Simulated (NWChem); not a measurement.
System: methylamine (CH5N); SMILES CN

Input file for NWChem:

```
start job
memory heap 200 mb stack 900 mb global 1100 mb
geometry units angstroms noautosym nocenter noautoz
  C     -0.007721     0.690034     0.000000
  N     -0.096730    -0.753659     0.000000
  H     -0.528114     1.096772    -0.881724
  H     -0.528114     1.096772     0.881724
  H      1.016671     1.119737     0.000000
  H      0.376435    -1.141446    -0.813320
  H      0.376435    -1.141446     0.813320
end
basis spherical
  * library iglo-iii
end
dft
  xc pbe0
  iterations 150
end
property
  shielding 5 1 2 3 5 6
end
task dft property
```

Parts of the log:

```
             Northwest Computational Chemistry Package (NWChem) 7.3.0
             --------------------------------------------------------

                             Geometry "geometry" -> ""
                             -------------------------

 Output coordinates in angstroms (scale by  1.889725989 to convert to a.u.)

  No.       Tag          Charge          X              Y              Z
 ---- ---------------- ---------- -------------- -------------- --------------
    1 C                    6.0000    -0.00772100     0.69003400     0.00000000
    2 N                    7.0000    -0.09673000    -0.75365900     0.00000000
    3 H                    1.0000    -0.52811400     1.09677200    -0.88172400
    4 H                    1.0000    -0.52811400     1.09677200     0.88172400
    5 H                    1.0000     1.01667100     1.11973700     0.00000000
    6 H                    1.0000     0.37643500    -1.14144600    -0.81332000
    7 H                    1.0000     0.37643500    -1.14144600     0.81332000

 Effective nuclear repulsion energy (a.u.)      42.0591357843

                              NWChem Property Module
                              ----------------------

  itol2e modified to match energy
  convergence criterion.

                                 NWChem DFT Module
                                 -----------------

 Summary of "ao basis" -> "ao basis" (spherical)
 ------------------------------------------------------------------------------
       Tag                 Description            Shells   Functions and Types
 ---------------- ------------------------------  ------  ---------------------
 C                          iglo-iii                15       35   7s6p2d
 N                          iglo-iii                15       35   7s6p2d
 H                          iglo-iii                 6       10   4s2p

  itol2e modified to match energy
  convergence criterion.

            General Information
            -------------------
          SCF calculation type: DFT
          Wavefunction type:  closed shell.
          No. of atoms     :     7
          No. of electrons :    18
           Alpha electrons :     9
            Beta electrons :     9
          Charge           :     0
          Spin multiplicity:     1
          Use of symmetry is: off; symmetry adaption is: off
          Maximum number of iterations: 150
          AO basis - number of functions:   120
                     number of shells:    60
          Convergence on energy requested:  1.00D-07
          Convergence on density requested:  1.00D-05
          Convergence on gradient requested:  5.00D-04

              XC Information
              --------------
                         PBE0 Method XC Functional
                     Hartree-Fock (Exact) Exchange  0.250
          PerdewBurkeErnzerhof Exchange Functional  0.750
            Perdew 1991 LDA Correlation Functional  1.000 local
           PerdewBurkeErnz. Correlation Functional  1.000 non-local

             Grid Information
             ----------------
          Grid used for XC integration:  fine
          Radial quadrature: Mura-Knowles
          Angular quadrature: Lebedev.
          Tag              B.-S. Rad. Rad. Pts. Rad. Cut. Ang. Pts.
          ---              ---------- --------- --------- ---------
          C                   0.70       70          10.0       590
          N                   0.65       70           9.0       590
          H                   0.35       60          10.0       590
          Grid pruning is: on
          Number of quadrature shells:   440
          Spatial weights used:  Erf1

      Superposition of Atomic Density Guess
      -------------------------------------

 Sum of atomic energies:         -94.48414077

      Non-variational initial energy
      ------------------------------

 Total energy =     -95.653602
 1-e energy   =    -209.178246
 2-e energy   =      71.465509
 HOMO         =      -0.318762
 LUMO         =       0.052213

   convergence    iter        energy       DeltaE   RMS-Dens  Diis-err
 ---------------- ----- ----------------- --------- --------- ---------
 d= 0,ls=0.0,diis     1    -95.7547310985 -1.38D+02  3.18D-03  6.81D-01
 d= 0,ls=0.0,diis     2    -95.7668396330 -1.21D-02  2.18D-03  1.52D-01
 d= 0,ls=0.0,diis     3    -95.7723848222 -5.55D-03  8.60D-04  1.04D-01
 d= 0,ls=0.0,diis     4    -95.7823404246 -9.96D-03  9.16D-05  3.39D-04
 d= 0,ls=0.0,diis     5    -95.7823742816 -3.39D-05  1.61D-05  1.40D-05
  Resetting Diis
 d= 0,ls=0.0,diis     6    -95.7823757060 -1.42D-06  4.84D-06  2.12D-06
 d= 0,ls=0.0,diis     7    -95.7823759504 -2.44D-07  1.39D-06  4.28D-08
 d= 0,ls=0.0,diis     8    -95.7823759515 -1.13D-09  5.52D-07  4.17D-08

         Total DFT energy =      -95.782375951514
      One electron energy =     -211.677729649580
           Coulomb energy =       87.918357129654
    Exchange-Corr. energy =      -14.082139215919
 Nuclear repulsion energy =       42.059135784331

 Numeric. integr. density =       17.999999136830

                       DFT Final Molecular Orbital Analysis
                       ------------------------------------

 Vector    7  Occ=2.000000D+00  E=-4.152046D-01
              MO Center= -3.0D-02,  4.3D-01, -7.3D-10, r^2= 1.7D+00
   Bfn.  Coefficient  Atom+Function         Bfn.  Coefficient  Atom+Function
  ----- ------------  ---------------      ----- ------------  ---------------
    17      0.199329  1 C  px                53      0.152358  2 N  py
    14      0.139655  1 C  px                18     -0.126752  1 C  py
    20      0.116957  1 C  px                93      0.111297  5 H  s
    73     -0.108423  3 H  s                 83     -0.108423  4 H  s
    56      0.107876  2 N  py                92      0.105600  5 H  s

 Vector    8  Occ=2.000000D+00  E=-3.744203D-01
              MO Center= -1.7D-01,  4.6D-01,  5.6D-10, r^2= 1.9D+00
   Bfn.  Coefficient  Atom+Function         Bfn.  Coefficient  Atom+Function
  ----- ------------  ---------------      ----- ------------  ---------------
    19      0.224765  1 C  pz                22      0.158513  1 C  pz
    16      0.155133  1 C  pz                72     -0.147135  3 H  s
    82      0.147135  4 H  s                 73     -0.143534  3 H  s
    83      0.143534  4 H  s                 54     -0.127949  2 N  pz
   103      0.099535  6 H  s                113     -0.099535  7 H  s

 Vector    9  Occ=2.000000D+00  E=-2.523633D-01
              MO Center= -1.2D-01, -4.9D-01,  8.0D-11, r^2= 1.6D+00
   Bfn.  Coefficient  Atom+Function         Bfn.  Coefficient  Atom+Function
  ----- ------------  ---------------      ----- ------------  ---------------
    52      0.283944  2 N  px                55      0.263754  2 N  px
    58      0.217665  2 N  px                49      0.191373  2 N  px
    41     -0.175951  2 N  s                 94     -0.140816  5 H  s
    20     -0.122285  1 C  px                92     -0.100766  5 H  s
    42     -0.098424  2 N  s                 93     -0.094795  5 H  s

 Vector   10  Occ=0.000000D+00  E= 2.671494D-02
              MO Center=  5.6D-01, -3.6D-01,  2.6D-08, r^2= 6.5D+00
   Bfn.  Coefficient  Atom+Function         Bfn.  Coefficient  Atom+Function
  ----- ------------  ---------------      ----- ------------  ---------------
     7      2.506322  1 C  s                104     -0.957951  6 H  s
   114     -0.957951  7 H  s                 42      0.800586  2 N  s
    74     -0.751792  3 H  s                 84     -0.751792  4 H  s
    94     -0.719001  5 H  s                 59     -0.526156  2 N  py
    58      0.292568  2 N  px                21      0.202329  1 C  py

 Vector   11  Occ=0.000000D+00  E= 6.079512D-02
              MO Center=  7.4D-02,  8.5D-01,  8.0D-09, r^2= 7.6D+00
   Bfn.  Coefficient  Atom+Function         Bfn.  Coefficient  Atom+Function
  ----- ------------  ---------------      ----- ------------  ---------------
     7      3.293991  1 C  s                 42     -2.177049  2 N  s
    94     -1.086789  5 H  s                 74     -1.039859  3 H  s
    84     -1.039859  4 H  s                104      0.510250  6 H  s
   114      0.510250  7 H  s                 59     -0.395943  2 N  py
    24     -0.346366  1 C  py               103      0.257539  6 H  s

 Vector   12  Occ=0.000000D+00  E= 7.670063D-02
              MO Center=  5.6D-01, -5.9D-01, -2.8D-08, r^2= 7.1D+00
   Bfn.  Coefficient  Atom+Function         Bfn.  Coefficient  Atom+Function
  ----- ------------  ---------------      ----- ------------  ---------------
   104      1.923421  6 H  s                114     -1.923421  7 H  s
    60      1.178115  2 N  pz                25     -0.647012  1 C  pz
    57     -0.495318  2 N  pz               103     -0.431113  6 H  s
   113      0.431113  7 H  s                 22      0.356691  1 C  pz
    54      0.209284  2 N  pz                74      0.151301  3 H  s

     Multipole analysis of the density
     ---------------------------------

     L   x y z        total         alpha         beta         nuclear
     -   - - -        -----         -----         ----         -------
     0   0 0 0     -0.000000     -9.000000     -9.000000     18.000000

     1   1 0 0      0.508078      0.263604      0.263604     -0.019130
     1   0 1 0      0.087305      0.142882      0.142882     -0.198459
     1   0 0 1     -0.000000     -0.000000     -0.000000      0.000000

     2   2 0 0    -11.452375     -9.191352     -9.191352      6.930328
     2   1 1 0     -1.588481     -0.078145     -0.078145     -1.432190
     2   1 0 1     -0.000000     -0.000000     -0.000000      0.000000
     2   0 2 0    -10.483574    -28.629261    -28.629261     46.774948
     2   0 1 1      0.000000      0.000000      0.000000      0.000000
     2   0 0 2     -9.421387     -9.849193     -9.849193     10.276999

          -----------------------------------------
          Chemical Shielding Tensors (GIAO, in ppm)
          -----------------------------------------

                                NWChem CPHF Module
                                ------------------

  scftype          =     RHF
  nclosed          =        9
  nopen            =        0
  variables        =      999
  # of vectors     =        3
  tolerance        = 0.10D-03
  level shift      = 0.00D+00
  max iterations   =       50
  max subspace     =       30

 SCF residual:    3.8892174643013077E-005

Iterative solution of linear equations
  No. of variables      999
  No. of equations        3
  Maximum subspace       30
        Iterations       50
       Convergence  1.0D-04

   iter   nsub   residual    time
   ----  ------  --------  ---------
     1      3    2.56D-01      46.2
     2      6    1.71D-02      50.6
     3      9    7.91D-04      55.1
     4     12    6.32D-05      59.6

      Atom:    1  C
        Diamagnetic
    245.0310      1.1988      0.0000
      1.1988    258.1340     -0.0000
      0.0000     -0.0000    242.2135

        Paramagnetic
   -102.6023      0.1068      0.0000
      0.1068    -73.8171      0.0000
      0.0000      0.0000   -112.3799

        Total Shielding Tensor
    142.4287      1.3056      0.0000
      1.3056    184.3169     -0.0000
      0.0000     -0.0000    129.8336

           isotropic =     152.1931
          anisotropy =      48.2467

          Principal Components and Axis System
                 1           2           3
              184.3576    142.3881    129.8336

      1         0.0311      0.9995     -0.0000
      2         0.9995     -0.0311      0.0000
      3        -0.0000      0.0000      1.0000

      Atom:    2  N
        Diamagnetic
    299.6260     -3.9700      0.0000
     -3.9700    330.5927      0.0000
      0.0000      0.0000    316.9645

        Paramagnetic
    -88.3000      1.7289      0.0000
      1.7289    -86.8229     -0.0000
      0.0000     -0.0000    -46.4041

        Total Shielding Tensor
    211.3260     -2.2411      0.0000
     -2.2411    243.7698     -0.0000
      0.0000     -0.0000    270.5604

           isotropic =     241.8854
          anisotropy =      43.0125

          Principal Components and Axis System
                 1           2           3
              270.5604    243.9238    211.1719

      1         0.0000     -0.0686      0.9976
      2        -0.0000      0.9976      0.0686
      3         1.0000      0.0000     -0.0000

      Atom:    3  H
        Diamagnetic
     26.5584     -3.0062      5.1341
     -3.0062     29.2860     -5.1829
      5.1341     -5.1829     32.0644

        Paramagnetic
      0.4918      1.4092     -2.7541
      1.4092      2.2138      2.0119
     -2.7541      2.0119     -3.7156

        Total Shielding Tensor
     27.0501     -1.5971      2.3799
     -1.5971     31.4997     -3.1710
      2.3799     -3.1710     28.3488

           isotropic =      28.9662
          anisotropy =       8.1708

          Principal Components and Axis System
                 1           2           3
               34.4134     27.3611     25.1241

      1        -0.3410      0.6150      0.7110
      2         0.7715      0.6152     -0.1622
      3        -0.5372      0.4932     -0.6842

      Atom:    4  H
        Diamagnetic
     35.1443      6.3466     -0.0000
      6.3466     29.3417     -0.0000
     -0.0000     -0.0000     22.9628

        Paramagnetic
     -4.7121     -2.1536      0.0000
     -2.1536      2.3928      0.0000
      0.0000      0.0000      0.8561

        Total Shielding Tensor
     30.4322      4.1929      0.0000
      4.1929     31.7345     -0.0000
      0.0000     -0.0000     23.8189

           isotropic =      28.6619
          anisotropy =       9.9970

          Principal Components and Axis System
                 1           2           3
               35.3266     26.8401     23.8189

      1         0.6506      0.7594     -0.0000
      2         0.7594     -0.6506      0.0000
      3         0.0000      0.0000      1.0000

      Atom:    5  H
        Diamagnetic
     25.0734     -4.2320     -6.1386
     -4.2320     30.9906      6.5976
     -6.1386      6.5976     35.4737

        Paramagnetic
      1.4327      1.1776      1.6530
      1.1776      1.3655     -2.3153
      1.6530     -2.3153     -0.1559

        Total Shielding Tensor
     26.5061     -3.0544     -4.4856
     -3.0544     32.3561      4.2823
     -4.4856      4.2823     35.3178

           isotropic =      31.3933
          anisotropy =      13.6232

          Principal Components and Axis System
                 1           2           3
               40.4755     29.3080     24.3965

      1        -0.3621      0.0189      0.9320
      2         0.5378      0.8209      0.1922
      3         0.7614     -0.5708      0.3074
```

Level: PBE0/IGLO-III, GIAO. Coordinates come from a PBE0/def2-SVP optimisation. The output numbers the shielded atoms by their place in the input's list. The printed shielding anisotropy is the first printed principal value minus the mean of the other two.
